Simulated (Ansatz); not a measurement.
A short molecular-dynamics run on ClHSSi (`S[Si]Cl`).

```yaml
crystal:
  periodic: [false, false, false]
  atoms:
    - {symbol: S, position_ang: [-0.093079, 0.947972, -0.588683]}
    - {symbol: Si, position_ang: [-0.226972, -0.909902, 0.454071]}
    - {symbol: Cl, position_ang: [1.776849, -1.039735, 1.019063]}
    - {symbol: H, position_ang: [-1.401296, 0.941367, -0.904650]}
basis:
  gaussian: {orbitals: def2-SVP}
hamiltonian: {xc: {name: r2SCAN}, dispersion: d3bjatm}
md: {timestep: 0.5 fs, n_steps: 30, ensemble: nvt_nose_hoover, temperature: 1500, initial_velocities: maxwell_boltzmann, seed: 388}
```

```sh
$ ansatz run in.yaml --threads 4 --pin off --events-out ev --progress --plain --max-ram 10444MiB
```

| step | time (fs) | potential energy (eV) | kinetic (eV) | T (K) | conserved (eV) |
| --- | --- | --- | --- | --- | --- |
| 0 | 0.0 | -31241.1430 | 0.3878 | 1500 | -31240.7552 |
| 1 | 0.5 | -31241.1431 | 0.3880 | 1501 | -31240.7550 |
| 2 | 1.0 | -31241.1295 | 0.3747 | 1450 | -31240.7547 |
| 3 | 1.5 | -31241.1064 | 0.3520 | 1362 | -31240.7544 |
| 4 | 2.0 | -31241.0791 | 0.3250 | 1257 | -31240.7541 |
| 5 | 2.5 | -31241.0526 | 0.2988 | 1156 | -31240.7538 |
| 6 | 3.0 | -31241.0312 | 0.2776 | 1074 | -31240.7536 |
| 7 | 3.5 | -31241.0177 | 0.2642 | 1022 | -31240.7535 |
| 8 | 4.0 | -31241.0137 | 0.2603 | 1007 | -31240.7535 |
| 9 | 4.5 | -31241.0193 | 0.2658 | 1028 | -31240.7536 |
| 10 | 5.0 | -31241.0331 | 0.2794 | 1081 | -31240.7538 |
| 11 | 5.5 | -31241.0523 | 0.2984 | 1154 | -31240.7540 |
| 12 | 6.0 | -31241.0728 | 0.3186 | 1232 | -31240.7544 |
| 13 | 6.5 | -31241.0895 | 0.3350 | 1296 | -31240.7547 |
| 14 | 7.0 | -31241.0973 | 0.3425 | 1325 | -31240.7550 |
| 15 | 7.5 | -31241.0916 | 0.3367 | 1303 | -31240.7552 |
| 16 | 8.0 | -31241.0708 | 0.3161 | 1223 | -31240.7551 |
| 17 | 8.5 | -31241.0372 | 0.2829 | 1094 | -31240.7546 |
| 18 | 9.0 | -31240.9977 | 0.2441 | 944 | -31240.7540 |
| 19 | 9.5 | -31240.9626 | 0.2096 | 811 | -31240.7534 |
| 20 | 10.0 | -31240.9416 | 0.1891 | 731 | -31240.7531 |
| 21 | 10.5 | -31240.9398 | 0.1871 | 724 | -31240.7532 |
| 22 | 11.0 | -31240.9547 | 0.2015 | 780 | -31240.7537 |
| 23 | 11.5 | -31240.9780 | 0.2242 | 867 | -31240.7544 |
| 24 | 12.0 | -31240.9993 | 0.2451 | 948 | -31240.7549 |
| 25 | 12.5 | -31241.0102 | 0.2559 | 990 | -31240.7551 |
| 26 | 13.0 | -31241.0070 | 0.2529 | 978 | -31240.7550 |
| 27 | 13.5 | -31240.9903 | 0.2365 | 915 | -31240.7548 |
| 28 | 14.0 | -31240.9637 | 0.2103 | 814 | -31240.7544 |
| 29 | 14.5 | -31240.9324 | 0.1795 | 694 | -31240.7541 |
| 30 | 15.0 | -31240.9017 | 0.1491 | 577 | -31240.7538 |

Velocities are drawn at the set temperature; a run this short doesn't reach equilibrium.

Frames (Å, forces in eV/Å):

```xyz
4
time=0.0 fs
S    -0.093    0.948   -0.589    0.209    0.266   -0.103
Si   -0.227   -0.910    0.454   -0.295   -0.254    0.075
Cl    1.777   -1.040    1.019    0.314   -0.039    0.099
H    -1.401    0.941   -0.905   -0.228    0.027   -0.071
4
time=0.5 fs
S    -0.094    0.952   -0.591   -0.391    0.164   -0.175
Si   -0.226   -0.912    0.455   -0.279   -0.159    0.031
Cl    1.778   -1.041    1.020    0.309   -0.040    0.092
H    -1.429    0.944   -0.896    0.360    0.035    0.053
4
time=1.0 fs
S    -0.094    0.955   -0.594   -0.909    0.064   -0.218
Si   -0.226   -0.915    0.456   -0.262   -0.066   -0.012
Cl    1.778   -1.042    1.022    0.303   -0.040    0.084
H    -1.455    0.946   -0.887    0.867    0.043    0.146
4
time=1.5 fs
S    -0.095    0.959   -0.597   -1.334   -0.033   -0.231
Si   -0.226   -0.918    0.458   -0.245    0.023   -0.054
Cl    1.779   -1.044    1.023    0.297   -0.040    0.077
H    -1.480    0.949   -0.878    1.282    0.050    0.208
4
time=2.0 fs
S    -0.095    0.963   -0.600   -1.665   -0.126   -0.220
Si   -0.225   -0.920    0.459   -0.226    0.110   -0.094
Cl    1.780   -1.045    1.024    0.289   -0.041    0.070
H    -1.501    0.951   -0.868    1.603    0.057    0.245
4
time=2.5 fs
S    -0.096    0.966   -0.602   -1.908   -0.215   -0.189
Si   -0.225   -0.923    0.460   -0.207    0.194   -0.133
Cl    1.781   -1.047    1.026    0.279   -0.042    0.062
H    -1.519    0.954   -0.858    1.836    0.063    0.259
4
time=3.0 fs
S    -0.097    0.970   -0.605   -2.070   -0.299   -0.142
Si   -0.224   -0.925    0.461   -0.186    0.275   -0.169
Cl    1.782   -1.048    1.027    0.268   -0.043    0.055
H    -1.532    0.957   -0.847    1.988    0.068    0.256
4
time=3.5 fs
S    -0.098    0.973   -0.608   -2.157   -0.379   -0.083
Si   -0.224   -0.928    0.462   -0.163    0.352   -0.204
Cl    1.783   -1.049    1.028    0.255   -0.045    0.048
H    -1.541    0.960   -0.836    2.065    0.072    0.238
4
time=4.0 fs
S    -0.099    0.977   -0.611   -2.171   -0.455   -0.014
Si   -0.223   -0.930    0.463   -0.139    0.426   -0.237
Cl    1.784   -1.051    1.030    0.241   -0.047    0.041
H    -1.544    0.964   -0.824    2.069    0.075    0.209
4
time=4.5 fs
S    -0.101    0.981   -0.614   -2.113   -0.526    0.063
Si   -0.223   -0.933    0.464   -0.113    0.497   -0.267
Cl    1.785   -1.052    1.031    0.225   -0.050    0.034
H    -1.543    0.967   -0.811    2.001    0.078    0.170
4
time=5.0 fs
S    -0.102    0.984   -0.617   -1.978   -0.592    0.146
Si   -0.223   -0.935    0.465   -0.086    0.565   -0.296
Cl    1.786   -1.053    1.032    0.208   -0.053    0.027
H    -1.537    0.971   -0.798    1.857    0.080    0.122
4
time=5.5 fs
S    -0.104    0.988   -0.619   -1.760   -0.655    0.234
Si   -0.222   -0.937    0.467   -0.058    0.630   -0.322
Cl    1.787   -1.055    1.034    0.189   -0.056    0.020
H    -1.526    0.975   -0.785    1.629    0.081    0.068
4
time=6.0 fs
S    -0.106    0.991   -0.622   -1.450   -0.714    0.326
Si   -0.222   -0.940    0.468   -0.030    0.691   -0.347
Cl    1.788   -1.056    1.035    0.170   -0.059    0.013
H    -1.512    0.979   -0.771    1.310    0.082    0.008
4
time=6.5 fs
S    -0.108    0.994   -0.625   -1.041   -0.768    0.419
Si   -0.222   -0.942    0.469   -0.001    0.750   -0.370
Cl    1.789   -1.058    1.036    0.150   -0.063    0.006
H    -1.494    0.983   -0.758    0.892    0.081   -0.055
4
time=7.0 fs
S    -0.110    0.998   -0.628   -0.531   -0.820    0.512
Si   -0.221   -0.944    0.470    0.028    0.805   -0.391
Cl    1.790   -1.059    1.038    0.129   -0.066   -0.002
H    -1.474    0.987   -0.745    0.374    0.080   -0.119
4
time=7.5 fs
S    -0.112    1.001   -0.630    0.070   -0.869    0.599
Si   -0.221   -0.946    0.470    0.056    0.858   -0.411
Cl    1.791   -1.060    1.039    0.108   -0.069   -0.009
H    -1.454    0.992   -0.732   -0.234    0.079   -0.179
4
time=8.0 fs
S    -0.114    1.004   -0.633    0.731   -0.916    0.677
Si   -0.221   -0.948    0.471    0.083    0.908   -0.430
Cl    1.792   -1.062    1.040    0.088   -0.071   -0.017
H    -1.434    0.997   -0.719   -0.901    0.079   -0.230
4
time=8.5 fs
S    -0.116    1.007   -0.636    1.398   -0.961    0.740
Si   -0.220   -0.950    0.472    0.108    0.955   -0.447
Cl    1.793   -1.063    1.042    0.067   -0.073   -0.026
H    -1.416    1.002   -0.707   -1.573    0.079   -0.267
4
time=9.0 fs
S    -0.118    1.010   -0.638    1.991   -1.006    0.784
Si   -0.220   -0.952    0.473    0.131    0.999   -0.464
Cl    1.794   -1.065    1.043    0.048   -0.074   -0.034
H    -1.401    1.007   -0.695   -2.170    0.082   -0.286
4
time=9.5 fs
S    -0.120    1.013   -0.641    2.422   -1.051    0.808
Si   -0.220   -0.954    0.474    0.151    1.040   -0.479
Cl    1.795   -1.066    1.044    0.029   -0.075   -0.042
H    -1.392    1.012   -0.685   -2.602    0.085   -0.287
4
time=10.0 fs
S    -0.122    1.016   -0.643    2.612   -1.094    0.816
Si   -0.219   -0.955    0.475    0.169    1.078   -0.492
Cl    1.796   -1.067    1.046    0.012   -0.074   -0.051
H    -1.390    1.018   -0.675   -2.792    0.090   -0.273
4
time=10.5 fs
S    -0.123    1.019   -0.645    2.525   -1.133    0.814
Si   -0.219   -0.957    0.475    0.183    1.112   -0.505
Cl    1.797   -1.069    1.047   -0.004   -0.073   -0.059
H    -1.393    1.024   -0.665   -2.704    0.094   -0.250
4
time=11.0 fs
S    -0.124    1.022   -0.648    2.180   -1.168    0.811
Si   -0.218   -0.959    0.476    0.195    1.144   -0.517
Cl    1.798   -1.070    1.048   -0.019   -0.071   -0.068
H    -1.404    1.030   -0.657   -2.356    0.095   -0.226
4
time=11.5 fs
S    -0.125    1.024   -0.650    1.640   -1.196    0.812
Si   -0.218   -0.960    0.476    0.204    1.172   -0.528
Cl    1.799   -1.072    1.049   -0.033   -0.068   -0.076
H    -1.420    1.036   -0.648   -1.812    0.092   -0.208
4
time=12.0 fs
S    -0.126    1.027   -0.652    0.995   -1.217    0.822
Si   -0.217   -0.961    0.477    0.211    1.198   -0.538
Cl    1.800   -1.073    1.051   -0.045   -0.064   -0.085
H    -1.440    1.043   -0.640   -1.161    0.083   -0.199
4
time=12.5 fs
S    -0.127    1.029   -0.654    0.330   -1.232    0.839
Si   -0.217   -0.962    0.478    0.216    1.222   -0.548
Cl    1.801   -1.075    1.052   -0.057   -0.060   -0.093
H    -1.463    1.049   -0.633   -0.488    0.070   -0.199
4
time=13.0 fs
S    -0.128    1.032   -0.656   -0.292   -1.241    0.863
Si   -0.216   -0.964    0.478    0.219    1.243   -0.557
Cl    1.802   -1.076    1.053   -0.069   -0.055   -0.101
H    -1.488    1.056   -0.626    0.142    0.053   -0.206
4
time=13.5 fs
S    -0.129    1.034   -0.658   -0.833   -1.246    0.891
Si   -0.216   -0.965    0.478    0.221    1.263   -0.564
Cl    1.803   -1.078    1.055   -0.080   -0.050   -0.109
H    -1.512    1.063   -0.620    0.692    0.033   -0.218
4
time=14.0 fs
S    -0.130    1.036   -0.660   -1.276   -1.248    0.920
Si   -0.215   -0.965    0.479    0.223    1.280   -0.571
Cl    1.804   -1.079    1.056   -0.092   -0.044   -0.117
H    -1.534    1.070   -0.614    1.145    0.012   -0.232
4
time=14.5 fs
S    -0.131    1.038   -0.662   -1.618   -1.248    0.948
Si   -0.215   -0.966    0.479    0.224    1.296   -0.577
Cl    1.806   -1.081    1.057   -0.104   -0.039   -0.125
H    -1.553    1.077   -0.609    1.498   -0.010   -0.246
4
time=15.0 fs
S    -0.132    1.040   -0.664   -1.866   -1.246    0.974
Si   -0.214   -0.967    0.479    0.225    1.310   -0.582
Cl    1.807   -1.082    1.059   -0.116   -0.033   -0.133
H    -1.569    1.084   -0.604    1.756   -0.031   -0.259
```

Hardware: 4 threads of an AMD EPYC 9R45 on a shared host. Wall time 8 s, peak host memory 0.3 GiB.
